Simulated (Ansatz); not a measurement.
**BSiH2 (quartet): the correlation ladder at distance Si1–B2 = 5.088 Å, cc-pVTZ**

One table from this session's results is given with a row withheld; the runs are named, their logs left out.

Program: Ansatz 0.2.0, Gaussian basis. Level of theory: cc-pVTZ, core rule «outside noble gas», up to 6 orbitals frozen. These are calculated values, not measurements.

Plan: UHF; CCSD(T) on ROHF; CCSD(T) on UHF; BCCD(T) on ROHF; CCSDT(Q) on ROHF; CCSDT(Q) on UHF; CASSCF and NEVPT2, 5 electrons in 5 orbitals; CASSCF and NEVPT2, 9 electrons in 10 orbitals.

2 further runs of the same task are left out: 2 that didn't finish. Runs told in other sessions of the task aren't counted.

## What is computed

The geometry derives from a PBE0/def2-TZVP stationary point (not a proven minimum). One bond is set to the value named and the two fragments are kept rigid.

4 atoms, charge 0, spin multiplicity 4.

Atoms are counted from 1 here; the program's logs count them from 0.

Bond lengths: Si1–H3 1.512 Å, B2–H4 1.193 Å.

As a file:

```xyz
4

Si    0.0000   -0.4991    2.5292
B     0.0000   -0.5348   -2.5586
H     0.0000    0.7190    3.4248
H     0.0000    0.3149   -3.3954
```

The first run:

in.yaml

```yaml
crystal:
  periodic: [false, false, false]
  atoms:
    - {symbol: Si, position_ang: [0.000000, -0.499108, 2.529249]}
    - {symbol: B, position_ang: [0.000000, -0.534848, -2.558625]}
    - {symbol: H, position_ang: [0.000000, 0.719024, 3.424803]}
    - {symbol: H, position_ang: [0.000000, 0.314931, -3.395427]}
basis:
  gaussian: {orbitals: cc-pVTZ}
magnetization: {spin_polarized: true, initial_magnetization: 3}
hamiltonian: {xc: hf}
output: {orbitals: {seedname: orbitals}}
```

Command:

```
> ansatz run in.yaml --threads 1 --pin off --events-out ev --progress --plain --max-ram 4096MiB --backend cpu
```

Among the steps run: UHF; CCSD(T) on ROHF; CCSD(T) on UHF; BCCD(T) on ROHF; CCSDT(Q) on ROHF; CCSDT(Q) on UHF; CASSCF and NEVPT2, 5 electrons in 5 orbitals; CASSCF and NEVPT2, 9 electrons in 10 orbitals.

One table of the session follows, with a row left open; its other results are not shown here.

It belongs to the step «Misses and costs». 

| method | from UCCSDT(Q) (meV) |
| --- | --- |
| ROHF | +4921.6 |
| UHF | +4754.1 |
| RMP2 | +1169.1 |
| UMP2 | ? |
| RCCSD | +162.3 |
| UCCSD | +155.9 |
| RCCSD(T) | +36.8 |
| UCCSD(T) | +35.8 |
| BCCD(T) | +37.0 |
| RCCSDT | +4.1 |
| UCCSDT | +2.8 |
| RCCSDT(Q) | +1.2 |
| UCCSDT(Q) | 0 |
| CASSCF pair | +4421.1 |
| NEVPT2 pair | +1125.6 |
| CASSCF valence | +3376.2 |
| NEVPT2 valence | +1016.0 |

**Question.** Estimate the row for UMP2.

**Answer.** from UCCSDT(Q) (meV): +1197.7. In the column «from UCCSDT(Q) (meV)» it lies between RMP2 (+1169.1) and CASSCF valence (+3376.2).

Limits of these values: Restricted and unrestricted rows rest on different reference determinants; a gap between their highest levels can come from leftover correlation error, from unlike frozen cores or from another state.
